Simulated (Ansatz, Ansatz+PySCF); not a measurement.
```xyz
12

C    -0.0098    0.0021   -0.6679
C    -0.0008   -0.0014    0.6780
C    -0.0043    1.2330   -1.5221
C     0.0080   -1.2247    1.5331
H    -0.0093   -0.9580   -1.1956
H     0.0057    0.9540    1.1899
H    -0.0031    2.1548   -0.9207
H     0.8778    1.2494   -2.1799
H    -0.8772    1.2448   -2.1926
H     0.0074   -2.1397    0.9223
H     0.8922   -1.2513    2.1841
H    -0.8888   -1.2561    2.1949
```

RHF-MP2 on singlet C₄H₈ was run in several spherical basis sets with Ansatz (development build ahead of 0.2.0). Frozen core: 4 orbitals.

(1) Rank the basis sets by the total energy that they give, lowest first, with the distance from the lowest.
A. cc-pVDZ
B. STO-3G
C. def2-SVP
D. 6-31G(d)

Answers

(1) A (0.00 eV), D (1.76 eV), C (3.35 eV), B (60.32 eV).

Totals follow the description of the cores as much as that of the bonds, so this order isn't one of quality for chemistry.
